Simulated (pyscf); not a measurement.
PySCF, gas phase, ωB97X-D3(BJ)/def2-SVP geometries. Correlated levels are frozen-core, on RHF or UHF. ΔMP2 is the change of the MP2 total energy from the triple- to the quadruple-zeta basis.

**Question.** PBE/def2-TZVP puts the barrier of O=Ge=O + HF → O=Ge(OH)–F (addition across a multiple bond or ene-type step; singlet surface; F–H broken, F–Ge, H–O formed) at -8.7 kcal/mol and the reaction energy at -46.5 kcal/mol, from the separated reactants. What do B3LYP-D3(BJ)/def2-TZVP, PBE0-D3(BJ)/def2-TZVP, CCSD(T)/def2-TZVPP + ΔMP2(QZVPP) give on the same structures?

**Answer.** B3LYP-D3(BJ): ΔE‡ = -6.8 kcal/mol, ΔE = -50.7 kcal/mol; PBE0-D3(BJ): ΔE‡ = -8.9 kcal/mol, ΔE = -53.5 kcal/mol; CCSD(T): ΔE‡ = -3.8 kcal/mol, ΔE = -49.5 kcal/mol. PBE's barrier matches one of them and lies within 4.9 kcal/mol of the others. Its reaction energy lies over all of them, by 3.0 to 7.0 kcal/mol. On the reactant side the descent ends in a bound adduct, 9.7 kcal/mol under the separated species and 1.5 kcal/mol under the saddle at ωB97X-D3(BJ)/def2-TZVP. At PBE, B3LYP-D3(BJ), PBE0-D3(BJ), CCSD(T) the saddle lies under the separated reactants, which points to a path from their complex (located at ωB97X-D3(BJ) alone). At ωB97X-D3(BJ)/def2-TZVP the barrier from the zero used here is -8.2 kcal/mol. One saddle was located; it need not be the lowest between these sides. The CCSD(T) − MP2 part came from Ansatz, without density fitting, on the same reference. The frozen core leaves the outer d or s,p core shells of the metals and heavy elements correlated in the MP2 and CC values, and def2-TZVPP describes them poorly, which can shift differences by a few kcal/mol. Elements up to Kr have no core potential and no relativistic terms here.
